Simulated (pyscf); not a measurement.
Optimised with ωB97X-D3(BJ)/def2-SVP in PySCF.

**Question.** HO–B(F)–F + H₂ -> HO–BH–F + HF
Surface: singlet. Broken: B–F, H–H. Formed: B–H, F–H. Give ΔE‡ and ΔE from ωB97M-D3(BJ)/def2-TZVP, relative to the separated reactants.

**Answer.** ΔE‡ = 2.31 eV, ΔE = +1.26 eV. Zero-point energy shifts the barrier by +0.14 eV. It is a four-centre exchange, with an imaginary mode of 1229i cm⁻¹. On the product side the descent ends in a complex, 0.19 eV under the separated species and 1.26 eV under the saddle at ωB97X-D3(BJ)/def2-TZVP. The same reactants have a lower exit, to F–BH–F + H₂O (barrier +2.03 eV at ωB97M-D3(BJ)/def2-TZVP, against +2.31 eV here). One saddle was located; it need not be the lowest between these sides.
